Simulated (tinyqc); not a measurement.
Stretching all distances: RHF, UHF, MP2, CISD and CCSD against full CI in the sto-3g basis, for HF, spin multiplicity 1. Computed by the program tinyqc with PySCF. All coordinates are multiplied by the scale. c0^2 is the weight of the RHF determinant in the lowest singlet FCI state (UHF is spin-contaminated and may lie near states of higher spin) and n(LUMO) the first natural occupation beyond the occupied space.

Geometry (angstrom):
```
atom       x       y       z
F     0.0000  0.0000  0.0000
H     0.0000  0.0000  0.9070
```

Full CI energy (hartree) and errors against it (kcal/mol):
```
scale   distance 1-2 (angstrom)      E(FCI)       RHF      UHF      MP2    CISD    CCSD  <S^2> UHF    c0^2  n(LUMO)
0.9400                   0.8526  -98.577257   13.3656  13.3656   4.1440  0.0000  0.0000     0.0000  0.9889   0.0219
1.1500                   1.0431  -98.601340   23.1580  23.1580   8.4161  0.0000  0.0000     0.0000  0.9734   0.0524
1.3700                   1.2426  -98.569860   38.2936  37.1630  15.6380  0.0000  0.0000     0.1657  0.9413   0.1156
1.5800                   1.4331  -98.531610   57.7242  33.4351  25.1704  0.0000  0.0000     0.6219  0.8910   0.2153
2.0000                   1.8140  -98.478200  107.4829  12.2931  46.8931  0.0000  0.0000     0.9205  0.7474   0.5017
2.2200                   2.0135  -98.465277  134.0167   6.0489  54.1790  0.0000  0.0000     0.9653  0.6754   0.6457
2.4300                   2.2040  -98.458956  156.3238   2.9083  55.5727  0.0000  0.0000     0.9844  0.6212   0.7540
```

Estimate the missing row, scale = 1.79.

Computed row:
```
scale   distance 1-2 (angstrom)      E(FCI)      RHF      UHF      MP2    CISD    CCSD  <S^2> UHF    c0^2  n(LUMO)
1.7900                   1.6235  -98.499782  81.4564  21.9650  36.3386  0.0000  0.0000     0.8262  0.8229   0.3510
```

UHF parts from RHF first at scale 1.37 of those listed, where <S^2> leaves zero. The weight c0^2 goes from 0.99 to 0.62 and n(LUMO) from 0.02 to 0.75: static correlation grows as the bonds break into open-shell fragments. The spread of the error along the curve, which distorts its shape, is CISD 0.0, CCSD 0.0, UHF 34.3, MP2 51.4, RHF 143.0 kcal/mol. With one virtual orbital CISD and CCSD are exact.
